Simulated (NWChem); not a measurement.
# sulfur dioxide (SO$_{2}$); SMILES O=S=O

```xyz
3

O      1.2504     0.0000     0.3736
S      0.0000     0.0000    -0.3691
O     -1.2504     0.0000     0.3736
```
Atoms are numbered in this order, from 1.

Level: PBE0/def2-SVP (NWChem); excitation at 532 nm, off resonance, unscaled harmonic frequencies. The geometry was optimised at PBE0/def2-SVP.

Problem. Give the Raman lines with relative activities.

Solution. 
| wavenumber (cm⁻¹) | relative intensity |
|---|---|
| 523 | 14 |
| 1193 | 100 |
| 1384 | 42 |
